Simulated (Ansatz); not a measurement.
```yaml
crystal:
  periodic: [false, false, false]
  atoms:
    - {symbol: Si, position_ang: [-1.103760, -0.008356, 0.009506]}
    - {symbol: P, position_ang: [1.120141, 0.008480, -0.009647]}
    - {symbol: H, position_ang: [-1.842573, 1.232440, 0.012735]}
    - {symbol: H, position_ang: [-1.823650, -1.260196, 0.018840]}
basis:
  gaussian: {orbitals: def2-TZVP}
magnetization: {spin_polarized: true, initial_magnetization: 3}
hamiltonian: {xc: pbe0}
relax: {f_tol: 0.004, max_steps: 80}
```

```sh
$ ansatz run in.yaml --threads 1 --pin off --events-out ev --progress --plain --max-ram 2176MiB
```

Steps of the relaxation (energy above the last step; positions in Å, forces in eV/Å):

```
4
step 1, 47.3 meV
Si   -1.104   -0.008    0.010   -0.114   -0.001    0.001
P     1.120    0.008   -0.010    0.843    0.006   -0.007
H    -1.843    1.232    0.013   -0.369    0.539    0.002
H    -1.824   -1.260    0.019   -0.361   -0.545    0.004
```

```
4
step 2, 3.1 meV
Si   -1.105   -0.008    0.010    0.025    0.000    0.000
P     1.170    0.009   -0.010    0.163    0.001   -0.001
H    -1.867    1.245    0.013   -0.095    0.167    0.000
H    -1.848   -1.273    0.019   -0.093   -0.169    0.001
```

```
4
step 3, 0.0 meV
Si   -1.107   -0.008    0.010   -0.002    0.000    0.000
P     1.181    0.009   -0.010    0.009    0.000    0.000
H    -1.872    1.255    0.013   -0.003    0.002    0.000
H    -1.852   -1.283    0.019   -0.003   -0.002    0.000
```

```
4
step 4, 0.0 meV
Si   -1.107   -0.008    0.010    0.000    0.000    0.000
P     1.182    0.009   -0.010    0.000    0.000    0.000
H    -1.872    1.254    0.013    0.000    0.000    0.000
H    -1.853   -1.283    0.019    0.000    0.000    0.000
```

Close pairs at the end: Si1–H3 1.477 Å, Si1–H4 1.477 Å, Si1–P2 2.289 Å.

A stationary point of unrestricted PBE0 after 4 steps, with ⟨S²⟩ = 3.765 against 3.75 for a pure state; no frequencies were run, so it isn't proven a minimum. 21 s on 1 thread of Arm Neoverse N1, shared host.
